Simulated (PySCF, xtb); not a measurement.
CF4, SMILES FC(F)(F)F.

GFN2-xTB run with xtb at its own geometry gives an orbital gap of 18.02 eV and a dipole moment of 0.00 D.

Coordinates come from a B3LYP-D3(BJ)/def2-SVP optimisation.

**Question.** What does PBE/def2-TZVPD in PySCF give? (Estimate from the structure and the level; the computed values follow.)

**Answer.** gap 10.25 eV (levels -10.41 and -0.16 eV), dipole 0.00 D.
